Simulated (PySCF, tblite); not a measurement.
# C₄H₃FO: geometry, infrared bands, NMR shifts and spin-spin couplings

What infrared bands, NMR shifts and spin-spin couplings should C₄H₃FO (`O=C=C/C=C/F`) show?

Computed with tblite 0.8.0 and PySCF 2.14.0, with density-fitted response routines of our own, on a single molecule in the gas phase. Atoms are numbered from 0 throughout.

## (1) The molecule as given

9 atoms, charge 0, multiplicity 1; geometry from: force field or distance geometry start.

Bonds of the start (Å): O0–C1 1.19, C1–C2 1.28, C2–C3 1.44, C3–C4 1.33, C4–F5 1.34, C2–H6 1.09, C3–H7 1.10, C4–H8 1.08.

## (2) Optimising the geometry with GFN2-xTB

Job settings and geometry (Å):

```
{"job": {"kind": "relax", "xc": "GFN2-xTB", "basis": "xTB"}, "charge": 0, "multiplicity": 1}
O      3.114100    -0.468300     0.316700
C      2.022200    -0.100000     0.011400
C      0.844900     0.293300    -0.305500
C     -0.352900    -0.271400     0.262000
C     -1.587500     0.110600    -0.041000
F     -2.669300    -0.457800     0.518300
H      0.742200     1.092100    -1.046300
H     -0.226200    -1.068500     1.009500
H     -1.873900     0.876000    -0.750300
```

Run with:

```sh
$ OMP_NUM_THREADS=1 python probes_run.py task.json out
```

The driver reads the jobs from task.json and runs them one after another.

**Question.** This job is followed by: GFN2-xTB harmonic vibrations, gas phase; GIAO PBE0/pcSseg-1 NMR shielding, non-relativistic, gas phase; B3LYP/pcJ-1 indirect spin-spin coupling, non-relativistic, gas phase. What will the session give for the following? strongest single infrared mode (GFN2-xTB); zero-point energy (GFN2-xTB); 13C shifts against TMS (PBE0/pcSseg-1); 1H shifts against TMS (PBE0/pcSseg-1); 17O shifts against H2O (PBE0/pcSseg-1); 19F shifts against CFCl3 (PBE0/pcSseg-1); largest coupling of the table (B3LYP/pcJ-1).

The runs gave:

| quantity | value |
| --- | --- |
| strongest single infrared mode (GFN2-xTB) | 2276 cm⁻¹, 1498 km/mol |
| zero-point energy (GFN2-xTB) | 35.7 kcal/mol |
| 13C shifts against TMS (PBE0/pcSseg-1) | 210.2, 152.5, 104.9, 22.4 ppm |
| 1H shifts against TMS (PBE0/pcSseg-1) | 6.95, 5.82, 3.80 ppm |
| 17O shifts against H2O (PBE0/pcSseg-1) | 409.3 ppm |
| 19F shifts against CFCl3 (PBE0/pcSseg-1) | -133.0 ppm |
| largest coupling of the table (B3LYP/pcJ-1) | 1J(C,F) C4–F5, -324.4 Hz |

What this shows: The optimisation took 23 steps and gained 0.079 eV; among the close pairs (by a distance rule), O0–C1 changed most, from 1.192 to 1.160 Å. All 21 modes are real, so the xTB geometry is a minimum. The strongest single mode, at 2276 cm⁻¹, moves mainly C1. Unscaled tight-binding wavenumbers are off by several per cent, some by more. Its intensities can rank the bands wrongly. At PBE0/pcSseg-1: The widest tensor belongs to O0: span 378 ppm, with a paramagnetic part of -474 ppm. In the run at B3LYP/pcJ-1, the largest coupling of the table is C4–F5, -324.4 Hz, of which the Fermi-contact term gives -316.4 Hz. Couplings across rotatable bonds belong to this one conformer; where others are populated, the observed values are averages.
